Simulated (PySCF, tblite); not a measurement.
# C₃H₄Cl radical: geometry, infrared bands and EPR parameters

Aim: predict the infrared bands and EPR parameters of C₃H₄Cl radical (`C/[C]=C\Cl`).

The runs use tblite 0.8.0 and PySCF 2.14.0, with density-fitted response routines of our own; the level of theory stands in each step. All values are computed, except where a source is named. Atoms count from 0, in the outputs and in this text.

## 1. The starting structure

8 atoms, charge 0, multiplicity 2; geometry from: force field or distance geometry start.

Bonds of the start (Å): C0–C1 1.47, C1–C2 1.32, C2–Cl3 1.77, C0–H4 1.09, C0–H5 1.12, C0–H6 1.11, C2–H7 1.07.

## 2. Relaxing the molecule with GFN2-xTB

What the job is given:

```
{"job": {"kind": "relax", "xc": "GFN2-xTB", "basis": "xTB"}, "charge": 0, "multiplicity": 2}
C     -1.037500     0.261500    -0.066900
C     -0.094300    -0.845000     0.153300
C      1.203300    -0.606700     0.101900
Cl     1.870300     0.996700    -0.256500
H     -0.595900     0.999000    -0.743200
H     -1.224100     0.739500     0.931800
H     -2.015900    -0.139700    -0.411600
H      1.903200    -1.395800     0.266600
```

On the command line:

```bash
> OMP_NUM_THREADS=1 python probes_run.py task.json out
```

The driver reads the jobs from task.json and runs them one after another.

Standard output:

```text
step      E/eV     max force
  0    -350.46861    2.893
  1    -350.60766    1.814
  2    -350.67543    0.853
  3    -350.71116    0.514
  4    -350.74470    0.660
  5    -350.76445    0.632
  6    -350.78686    0.363
  7    -350.79954    0.387
  8    -350.81806    0.378
  9    -350.83510    0.431
 10    -350.85291    0.433
 11    -350.86894    0.399
 12    -350.88641    0.396
 13    -350.90625    0.432
 14    -350.91812    0.299
 15    -350.92307    0.154
 16    -350.92574    0.149
 17    -350.92742    0.137
 18    -350.92826    0.081
 19    -350.92856    0.036
 20    -350.92872    0.033
 21    -350.92884    0.028
 22    -350.92891    0.024
 23    -350.92896    0.023
 24    -350.92900    0.026
 25    -350.92905    0.022
 26    -350.92910    0.024
 27    -350.92914    0.023
 28    -350.92918    0.019
 29    -350.92921    0.018
 30    -350.92924    0.013
 31    -350.92926    0.014
 32    -350.92928    0.014
 33    -350.92930    0.017
 34    -350.92932    0.017
 35    -350.92934    0.011
 36    -350.92936    0.016
 37    -350.92938    0.019
 38    -350.92942    0.022
 39    -350.92946    0.027
 40    -350.92952    0.023
 41    -350.92958    0.030
 42    -350.92968    0.048
 43    -350.92990    0.070
 44    -350.93030    0.092
 45    -350.93089    0.124
 46    -350.93198    0.116
 47    -350.93286    0.057
 48    -350.93309    0.096
 49    -350.93328    0.122
 50    -350.93372    0.053
 51    -350.93402    0.046
 52    -350.93425    0.045
 53    -350.93444    0.039
 54    -350.93457    0.025
 55    -350.93463    0.036
 56    -350.93469    0.026
 57    -350.93474    0.021
 58    -350.93481    0.017
 59    -350.93483    0.011
 60    -350.93483    0.007
```

Run time: 0.2 s. Hardware: 1 thread of Arm Neoverse V1, shared host.

Along the way: (not every step is listed)

```tsv
step	energy from step 0 (eV)	largest force (eV/Å)
0	0.0000	2.8931
1	-0.1390	1.8139
2	-0.2068	0.8530
3	-0.2425	0.5135
4	-0.2761	0.6595
5	-0.2958	0.6321
6	-0.3182	0.3626
7	-0.3309	0.3869
8	-0.3494	0.3777
12	-0.4178	0.3956
16	-0.4571	0.1487
20	-0.4601	0.0334
24	-0.4604	0.0262
28	-0.4606	0.0188
32	-0.4607	0.0140
36	-0.4607	0.0164
40	-0.4609	0.0235
44	-0.4617	0.0924
48	-0.4645	0.0960
52	-0.4656	0.0448
55	-0.4660	0.0360
56	-0.4661	0.0256
57	-0.4661	0.0206
58	-0.4662	0.0172
59	-0.4662	0.0114
60	-0.4662	0.0067
```

Distances of close pairs at the start and the end, largest changes first:

```tsv
bond	before (Å)	after (Å)	change (Å)
C2–Cl3	1.773	1.841	+0.067
C1–C2	1.320	1.271	-0.049
C0–H5	1.123	1.090	-0.033
C0–C1	1.471	1.444	-0.027
C0–H6	1.112	1.090	-0.022
C2–H7	1.068	1.073	+0.005
C0–H4	1.094	1.096	+0.002
```

The end geometry stands in the next job.

## 3. Vibrational analysis with GFN2-xTB

What the job is given:

```
{"job": {"kind": "ir", "xc": "GFN2-xTB", "basis": "xTB"}, "charge": 0, "multiplicity": 2}
C     -1.166192     0.299007    -0.011070
C      0.033606    -0.470731     0.216854
C      1.294781    -0.604011     0.135024
Cl     2.372283     0.694171    -0.600652
H     -0.926248     1.247052    -0.505774
H     -1.657842     0.520221     0.936439
H     -1.856046    -0.256313    -0.647086
H      1.914716    -1.419983     0.451699
```

Standard output:

```text
mode    cm-1     km/mol
  1      69.2      0.17
  2     118.4      7.24
  3     326.3      3.51
  4     421.9      1.98
  5     471.0     71.86
  6     710.0     28.20
  7     970.9     26.09
  8    1007.0     14.96
  9    1028.4      5.10
 10    1098.4     38.86
 11    1363.8     19.93
 12    1416.4     10.67
 13    1431.9      9.07
 14    1859.2     36.34
 15    2908.5      5.58
 16    2996.6     10.07
 17    3001.5      7.93
 18    3115.8      3.01
```

Run time: 0.11 s. Hardware: 1 thread of Arm Neoverse V1, shared host.

The strongest bands and the atoms that carry them (share of the mass-weighted mode):

```tsv
cm⁻¹	km/mol	atoms
471	71.9	C2 72 %, C1 14 %
710	28.2	H7 74 %, C2 21 %
971	26.1	C0 36 %, C2 19 %, H6 14 %, H5 14 %
1007	15.0	H4 42 %, C0 24 %, C1 18 %
1098	38.9	H7 87 %
1364	19.9	H4 29 %, H6 26 %, H5 25 %, C0 20 %
1416	10.7	H4 50 %, H5 23 %, H6 23 %
1859	36.3	C1 64 %, C2 31 %
```

## 4. g tensor and hyperfine couplings: B3LYP/pcH-1

Settings changed since step 3:

```diff
@@ -1,2 +1,2 @@
-{"job": {"kind": "ir", "xc": "GFN2-xTB", "basis": "xTB"}, "charge": 0, "multiplicity": 2}
+{"job": {"kind": "epr", "basis": "pcH-1"}, "charge": 0, "multiplicity": 2}
 C     -1.166192     0.299007    -0.011070
```

Method: UKS B3LYP, pcH-1 on C Cl H, non-relativistic, mean-field spin-orbit, GIAO.

Standard output:

```text
UKS, coarse grid
  cycle   1  E = -576.81953056  |g| = 2.21e-01
  cycle   2  E = -576.82945832  |g| = 1.71e-01
  cycle   3  E = -576.84350399  |g| = 4.71e-02
  cycle   4  E = -576.84430876  |g| = 1.70e-02
  cycle   5  E = -576.84448023  |g| = 6.93e-03
  cycle   6  E = -576.84452396  |g| = 3.47e-03
  cycle   7  E = -576.84453584  |g| = 1.88e-03
  cycle   8  E = -576.84454019  |g| = 1.15e-03
  cycle   9  E = -576.84454188  |g| = 3.61e-04
UKS, final grid
  cycle   1  E = -576.84453636  |g| = 3.58e-04
  cycle   2  E = -576.84453637  |g| = 4.91e-04
  cycle   3  E = -576.84453649  |g| = 1.18e-04
  cycle   4  E = -576.84453651  |g| = 7.47e-05
  cycle   5  E = -576.84453652  |g| = 2.49e-05
  cycle   6  E = -576.84453652  |g| = 5.18e-06
E = -576.84453652 Eh   <S^2> = 0.7585 (exact 0.7500)
g shifts (ppm)      1          2          3
  rmc          -181       -181       -181
  gc             27         -5         16
  oz_so       -3325        748       3200
  total       -3478        562       3035
hyperfine (MHz)  atom isotope    a_iso     a_fc   dipolar eigenvalues
    0   13C      -4.61      -4.60     -3.52     -2.56      6.08
    1   13C     201.25     201.74    -77.54    -59.96    137.50
    2   13C      65.55      65.66    -13.57     -1.13     14.69
    3  35Cl      38.48      37.08    -34.65    -31.68     66.33
    4    1H     144.22     144.22     -5.50     -1.42      6.92
    5    1H      28.64      28.65     -5.61     -4.81     10.42
    6    1H      31.52      31.53     -5.62     -4.88     10.50
    7    1H      70.94      70.99     -5.58     -1.82      7.39
```

Wall time 15 s (1 thread of Arm Neoverse V1, shared host); peak memory 0.58 GiB.

Principal g values 1.99884, 2.00288, 2.00535; g(iso) = 2.00236, against 2.00232 for a free electron.

Hyperfine couplings; where a row names several nuclei, a(iso) is their mean (it holds for fast rotation or exchange) and the dipolar term the largest among them:

```tsv
nuclei	isotope	a(iso) (MHz)	a(iso) (G, at g = 2.0023)	largest dipolar term (MHz)
C1	13C	201.2	71.8	137.5
H7	1H	70.9	25.3	7.4
H4, H5, H6	1H	68.1	24.3	10.5
C2	13C	65.6	23.4	14.7
Cl3	35Cl	38.5	13.7	66.3
C0	13C	-4.6	-1.6	6.1
```

Mulliken spin populations:

```tsv
atom	value (e)
C0	-0.05
C1	0.91
C2	-0.13
Cl3	0.16
H4	0.07
H5	0.01
H6	0.01
H7	0.03
```

In first order the couplings over 0.8 MHz of 1H, 35Cl give 32 distinct lines over 139.4 G, if the averaged nuclei exchange fast.

The fields below are evaluated on a grid from the run's orbitals.

ELF in a plane through or near 6 of the atoms.

Values, 10 rows by 14 columns:
```
0.00 0.00 0.00 0.00 0.00 0.00 0.00 0.00 0.00 0.00 0.00 0.00 0.00 0.00
0.00 0.00 0.03 0.12 0.25 0.24 0.05 0.00 0.00 0.00 0.00 0.00 0.00 0.00
0.00 0.06 0.34 0.64 0.83 0.82 0.37 0.00 0.38 0.53 0.04 0.00 0.00 0.00
0.00 0.29 0.83 0.39 0.63 0.85 0.27 0.06 0.99 0.99 0.47 0.01 0.00 0.00
0.00 0.21 0.68 0.76 0.80 0.61 0.20 0.32 0.85 0.81 0.19 0.02 0.00 0.00
0.00 0.01 0.02 0.18 0.47 0.35 0.81 0.57 0.32 0.39 0.41 0.04 0.00 0.00
0.00 0.00 0.45 1.00 0.99 0.52 0.77 0.78 0.40 0.38 0.18 0.03 0.00 0.00
0.00 0.00 0.18 0.94 0.71 0.06 0.46 0.75 0.15 0.02 0.02 0.00 0.00 0.00
0.00 0.00 0.00 0.02 0.01 0.00 0.08 0.19 0.02 0.00 0.00 0.00 0.00 0.00
0.00 0.00 0.00 0.00 0.00 0.00 0.00 0.00 0.00 0.00 0.00 0.00 0.00 0.00
```
The map spans 9.6 Å across and 8.0 Å up, centred on the molecule. Atoms in the plane (x, y in Å): C0 (1.2, 0.0), C1 (-0.1, -0.5), C2 (-1.4, -0.3), Cl3 (-2.1, 1.4), H4 (1.2, 1.1), H7 (-2.2, -1.0).

On the surface of density 0.002 e/bohr³ the electrostatic potential runs, from the 1st to the 99th percentile, from -0.78 V near Cl3 to 1.13 V near H7.

The spin density lies nearest to C1 65 %; Cl3 14 %; C2 8 % (beta excess).

## 5. Outcome

| quantity | value |
| --- | --- |
| strongest single infrared mode (GFN2-xTB) | 471 cm⁻¹, 72 km/mol |
| zero-point energy (GFN2-xTB) | 34.8 kcal/mol |
| g(iso) (B3LYP) | 2.00236 |
| ⟨S²⟩ | 0.758 (exact 0.75) |
| largest a(iso) (averaged by class) | 13C on C1, 201.2 MHz |
| surface potential, 1st and 99th percentile | -0.78 V and 1.13 V |

**Reading.** Over 60 steps the energy fell by 0.466 eV; of the close pairs, C2–Cl3 changed most, 1.773 to 1.841 Å. No mode is imaginary among the 18: a minimum at this level. The strongest single mode, at 471 cm⁻¹, moves mainly C2. GFN2-xTB is a fitted tight-binding method: band positions and strengths are rough. Its intensities can rank the bands wrongly. Most of the unpaired spin sits on C1 (0.91 e). The isotropic g lies 0.0 ppt above the free-electron value.
